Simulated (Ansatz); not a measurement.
**O₂ (triplet): RPA-PBE over a scan of the distance O1–O2, 6-31G**

Aim: run O₂ (triplet) with these functionals over a scan of the distance O1–O2, and hold them against the top wave-function level at the same points.

Method: 6-31G, all electrons in the functionals, frozen cores in the correlation of double hybrids and RPA; program: Ansatz 0.2.0, Gaussian basis.

The runs, in order: RPA-PBE, at 0.957 Å; 1.098 Å; 1.193 Å; 1.288 Å; 1.421 Å; 1.678 Å; 1.882 Å; 2.257 Å; 2.583 Å; 3.232 Å; 4.105 Å.

24 further runs of the same task are left out: 4 for a known fault of the program, 18 that didn't finish, 2 set aside as unsound or not needed.

### 1 The system

The geometry derives from a PBE0/def2-TZVP stationary point (not a proven minimum). One bond is set to the value named and the two fragments are kept rigid.

2 atoms, charge 0, spin multiplicity 3.

Atoms are counted from 1 here; the program's logs count them from 0.

Bond lengths: O1–O2 1.193 Å.

No dispersion term is added.

The geometry shown and the zero of energy belong to the point 1.193 Å. The yardstick, FCI, and other wave-function levels (R restricted, U unrestricted, valence and pair active spaces) come from earlier runs.

### 2 RPA-PBE, 0.957 Å

in.yaml

```yaml
crystal:
  periodic: [false, false, false]
  atoms:
    - {symbol: O, position_ang: [0.000000, 0.000000, 0.000000]}
    - {symbol: O, position_ang: [0.000000, 0.000000, 0.957000]}
basis:
  gaussian: {orbitals: 6-31G}
magnetization: {spin_polarized: true, initial_magnetization: 2}
hamiltonian: {xc: {name: PBE}}
correlation: {method: rpa, electrons: outside_noble_gas}
```

Command:

```console
$ ansatz run in.yaml --threads 1 --pin off --events-out ev --progress --plain --max-ram 2393MiB
```

After this run come: RPA-PBE, 1.098 Å; RPA-PBE, 1.193 Å; RPA-PBE, 1.288 Å; RPA-PBE, 1.421 Å; RPA-PBE, 1.678 Å; RPA-PBE, 1.882 Å; RPA-PBE, 2.257 Å; RPA-PBE, 2.583 Å; RPA-PBE, 3.232 Å; RPA-PBE, 4.105 Å.

**Question.** What will the summary of the whole plan be? Wanted: span of the FCI curve; largest miss, RPA-PBE.

The runs gave:

| quantity | value |
| --- | --- |
| span of the FCI curve | 6.517 eV |
| largest miss, RPA-PBE | +0.562 eV (3.232 Å) |

**Reading.** RPA-PBE strays by up to 0.562 eV, at 3.232 Å. RPA-PBE clearly breaks the spin symmetry at some points (⟨S²⟩ up to 1.00 above the pure value), so energy there is bought with a mixed spin. Functionals and the yardstick converge differently with the basis, so part of each miss in 6-31G is the basis.
